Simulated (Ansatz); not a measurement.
Two shapes of doublet HF₂.

Shape 1:

```xyz
3

F     0.0196    0.0433    0.0145
H     2.6589   -0.4053    0.6075
F     2.8454    0.2942    0.0533
```

Shape 2:

```xyz
3

F     0.0292    0.0557    0.0211
H     2.8946   -0.4013    0.6189
F     2.8233    0.2815    0.0461
```

Basis set: def2-SVP (spherical functions). Left uncorrelated: 2 orbitals. Charge 0, multiplicity 2.

Computed with Ansatz (development build ahead of 0.2.0); each method stands on the lowest determinant of its kind that the runs found.

Q: Which shape is lower in energy, and by how much in each method?

A:

| method | E(2) − E(1) (eV) |
| --- | --- |
| UHF | 0.000 |
| UHF-MP2 | 0.023 |
| PBE0 (unrestricted) | 0.024 |

Shape 1 is lower, bar methods that put the two within 0.005 eV. Caution for PBE0 (unrestricted): charge can spread falsely over distant fragments.
